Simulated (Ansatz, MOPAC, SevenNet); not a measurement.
Hexagonal BN, elastic constant C11

Reference value: 811 GPa (measured, room temperature, not corrected to a static lattice; as tabulated in Bosak et al., Phys. Rev. B 73, 041402 (2006)).

**Question.** What do PM7 semi-empirical Hartree-Fock (MOPAC), SevenNet-l3i5, LDA, PBE, r²SCAN, HSE06-D3(BJ), PBE0-D4 give, and how far is each from the reference?

**Answer.** 
```tsv
level (code)	value (GPa)	cell (Å³/atom)	difference (%)
PM7 semi-empirical Hartree-Fock (MOPAC)	749	11.45	-7.6
SevenNet-l3i5	651	11.16	-19.7
LDA (Ansatz)	917	8.71	+13.1
PBE (Ansatz)	866	9.13	+6.8
r²SCAN (Ansatz)	881	9.32	+8.6
HSE06-D3(BJ) (Ansatz)	938	8.83	+15.7
PBE0-D4 (Ansatz)	952	8.68	+17.4
```

Leaving aside PM7 semi-empirical Hartree-Fock (MOPAC) (doubt noted below), SevenNet-l3i5 (doubt noted below): The reference is not for a static lattice or low temperature, so close values are not ranked against it.

The reference isn't brought to a static lattice, while the calculations are for one, so the differences are not the levels' errors alone. A static lattice is as a rule stiffer than a warm one, by over a tenth in soft solids.  PM7 semi-empirical Hartree-Fock (MOPAC): the relaxed volume lies over a fifth from the starting cell. PM7 semi-empirical Hartree-Fock (MOPAC), SevenNet-l3i5: the cell has another shape than the first-principles one, perhaps another minimum in the same group. PM7 semi-empirical Hartree-Fock (MOPAC): the method was fitted mainly to molecules. PM7 semi-empirical Hartree-Fock (MOPAC): the run uses a supercell at the zone centre in place of a k mesh. LDA: LDA has no dispersion term either, though it tends to give short spacings of layers, chains or molecules. r²SCAN: the cell comes from a level without a dispersion term, which matters for the spacing of layers, chains or molecules. HSE06-D3(BJ), PBE0-D4: the dispersion coefficients are held fixed in the derivatives. Values are at the level's own relaxed cell; PBE at the measured cell. Cutoffs and k meshes differ between the levels. Ansatz's density-functional and Hartree–Fock values are scalar-relativistic unless marked +SOC, with PAW data made under PBE.

Machine-learned potentials (SevenNet-l3i5) are trained on DFT data: a solid inside that data is no test of them.

Differences are worked out from the printed values.

Ansatz is a program for electronic structure.
